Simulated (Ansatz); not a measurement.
## AsH₃⁺, doublet: vertical spin and charge gaps

Geometry (PBE0/def2-TZVP stationary point for this spin, not checked as a minimum):

```xyz
4

As    0.0001    0.0000   -0.0162
H     1.4362    0.0138    0.4059
H    -0.7317    1.2385    0.3977
H    -0.7085   -1.2513    0.3998
```

Basis cc-pVDZ; Ansatz 0.2.0. Only valence electrons are correlated (noble-gas cores and the filled d shells of p-block atoms frozen). Prefix R: restricted or restricted open-shell reference. No spin–orbit coupling is included, and no scalar relativity.

Gaps are energies of the second state less the first, at fixed atoms, for a selection of the levels run; each method lands on the state that its own search finds for that charge and spin.

Coupled cluster chose its determinant by a search with trial CCSD, here up to 0.30 eV above the lowest Hartree–Fock solution of its kind, and MP2 stands on that determinant too. For open shells CISD and CISDTQ are restricted-active-space CI with the open shells as a complete middle space.

Quartet less doublet: 9.135 eV at full CI (doublet A', quartet A', in Cs).

Large singles or doubles amplitudes warn of static correlation in the AsH3⁺ quartet.

```json
{"level": "RMP2", "gap (eV)": "9.373", "error (meV)": "238"}
{"level": "RCCSD", "gap (eV)": "9.271", "error (meV)": "136"}
{"level": "RCCSD(T)", "gap (eV)": "9.206", "error (meV)": "71"}
{"level": "BCCD(T)", "gap (eV)": "9.212", "error (meV)": "77"}
{"level": "RCCSDT", "gap (eV)": "9.142", "error (meV)": "7"}
{"level": "CISDTQ", "gap (eV)": "9.135", "error (meV)": "0"}
{"level": "RCCSDT(Q)", "gap (eV)": "9.134", "error (meV)": "-1"}
{"level": "RCCSDTQ", "gap (eV)": "9.133", "error (meV)": "-2"}
{"level": "PBE", "gap (eV)": "8.828", "error (meV)": "-307"}
{"level": "r2SCAN", "gap (eV)": "8.987", "error (meV)": "-148"}
{"level": "B3LYP", "gap (eV)": "9.074", "error (meV)": "-61"}
{"level": "RPA-PBE", "gap (eV)": "9.133", "error (meV)": "-2"}
```

In so small a basis the reference is far from its limit while semilocal and hybrid functionals are nearer theirs (RPA and double hybrids share part of the reference's basis error), so the functionals' errors here hold much of the reference's basis and frozen-core error, which can add to them or hide them.

Full CI is exact within this basis and frozen core; it isn't the basis-set limit.
